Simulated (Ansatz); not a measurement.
We consider fcc Rh, described by LDA (Ansatz, a first-principles code, plane waves, PAW).

A relaxed, unreconstructed slab of the (211) face has 24 atoms, two equal faces of 17.269 Å² each and an energy of -150681.0635 eV. A bulk cell of 6 atoms with the same orientation and in-plane k mesh has -37671.8999 eV. Energies are extrapolated to zero smearing.

Run with plane-wave cutoff 500 eV, 10×20×1 k mesh (along the axes of the cell as run), Fermi–Dirac smearing 0.1 eV, scalar-relativistic PAW data made under PBE.

Worked out: γ = (E_slab − N E_bulk per atom)/2A = [-150681.0635 − 24 × (-37671.8999/6)]/(2 × 17.269) = 0.1892 eV/Å². With 16.022 J/m² per eV/Å² this is 3.03 J/m², or 3.27 eV per surface cell and face.
